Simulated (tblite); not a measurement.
Species: C5H6F (doublet state).
Atom-mapped SMILES: `[CH2:1]/[C:2]([F:3])=[CH:4]\[CH:5]=[CH2:6]` (hydrogens: H7, H8 on C1; H9 on C4; H10 on C5; H11, H12 on C6)

A start from a force field or distance geometry was refined with GFN2-xTB geometry optimisation, gas phase (tblite). Values at the start:

| coordinate | start |
| --- | --- |
| C1–C2 | 1.447 Å |
| C1–H7 | 1.079 Å |
| C1–H8 | 1.084 Å |
| C2–F3 | 1.355 Å |
| C2=C4 | 1.337 Å |
| C4–C5 | 1.451 Å |
| C4–H9 | 1.074 Å |
| C5=C6 | 1.347 Å |
| C5–H10 | 1.084 Å |
| C6–H11 | 1.084 Å |
| C6–H12 | 1.086 Å |
| C1–C2–F3 | 113.7° |
| C1–C2–C4 | 128.2° |
| C2–C4–C5 | 126.7° |
| F3–C2–C4 | 118.1° |
| C4–C5–C6 | 122.2° |

Q: How do these coordinates change at the GFN2-xTB level?

A: 
```json
{"coordinate": "C1–C2", "GFN2-xTB (Å or °)": "1.351", "change": "-0.096"}
{"coordinate": "C2=C4", "GFN2-xTB (Å or °)": "1.405", "change": "+0.068"}
{"coordinate": "C4–C5", "GFN2-xTB (Å or °)": "1.403", "change": "-0.048"}
{"coordinate": "C6–H12", "GFN2-xTB (Å or °)": "1.075", "change": "-0.011"}
{"coordinate": "C1–H8", "GFN2-xTB (Å or °)": "1.074", "change": "-0.010"}
{"coordinate": "C6–H11", "GFN2-xTB (Å or °)": "1.077", "change": "-0.007"}
{"coordinate": "C1–H7", "GFN2-xTB (Å or °)": "1.072", "change": "-0.007"}
{"coordinate": "C4–H9", "GFN2-xTB (Å or °)": "1.081", "change": "+0.007"}
{"coordinate": "C2–F3", "GFN2-xTB (Å or °)": "1.360", "change": "+0.005"}
{"coordinate": "C5=C6", "GFN2-xTB (Å or °)": "1.352", "change": "+0.005"}
{"coordinate": "C5–H10", "GFN2-xTB (Å or °)": "1.081", "change": "-0.003"}
{"coordinate": "F3–C2–C4", "GFN2-xTB (Å or °)": "113.7", "change": "-4.4"}
{"coordinate": "C1–C2–F3", "GFN2-xTB (Å or °)": "116.5", "change": "+2.8"}
{"coordinate": "C1–C2–C4", "GFN2-xTB (Å or °)": "129.8", "change": "+1.6"}
{"coordinate": "C2–C4–C5", "GFN2-xTB (Å or °)": "125.6", "change": "-1.1"}
{"coordinate": "C4–C5–C6", "GFN2-xTB (Å or °)": "123.3", "change": "+1.1"}
```

The energy falls by 26.5 kJ/mol over 13 L-BFGS steps, the largest force on an atom goes from 4.79 to 0.009 eV/Å, and the atoms move by 0.030 Å rms after alignment. The bond that changes most is C1–C2 (ends: carbon bonded to C and 2 H; carbon bonded to 2 C and F), which shortens by 0.096 Å. Bonds longer at the end by more than 0.005 Å: 4 of 11; shorter: 6. Rotational constants go from 8992, 1968, 1615 to 9256, 1976, 1628 MHz.

The run took under 0.1 s of wall time on one thread of an Arm Neoverse V2, on a shared host.

Its GFN2-xTB frequencies are all real (lowest 140 cm⁻¹).

Conformer computed: `[CH2:1]/[C:2]([F:3])=[CH:4]\[CH:5]=[CH2:6]`: C2–C4–C5–C6 180°.

One conformer stands for the species.
